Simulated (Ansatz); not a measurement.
**Ni: Ni vacancy**

Method: Ansatz 0.2.0, DFT PBE, scalar-relativistic, plane waves, PAW. Settings: 420 eV cutoff, 7×7×7 k-mesh, Gaussian smearing of 0.10 eV, collinear spin.

Host crystal, relaxed:

```yaml
crystal:
  lattice:
    - [0.00000, 1.75924, 1.75924]
    - [1.75924, 0.00000, 1.75924]
    - [1.75924, 1.75924, 0.00000]
  atoms:
    - { symbol: Ni, position: [0.00000, 0.00000, 0.00000] }
```

Supercell of 27 atoms, rows in host cell vectors: 3 -3 0; 3 0 -3; 3 0 0. Atoms relax at the host's cell, keeping the symmetry that the supercell leaves at the site. The cell is small, so energies carry finite-size errors of tenths of an eV. The host is a metal. Atoms are taken from and returned to the elements' standard states.

Defect: Ni vacancy set at (0.000, 0.000, 0.000) of the host cell. Before relaxation its nearest neighbours are 12 Ni at 2.49 Å.

| charge | E_f at the valence band top (eV) | moment (μB) | largest move (Å) | atoms near the site |
| --- | --- | --- | --- | --- |
| 0 | 1.53 | -0.55 | 0.03 | 12 Ni at 2.46 Å |

Cost: 2 runs of about 83 core-minutes in all, on AMD EPYC (Zen 3) (shared hosts).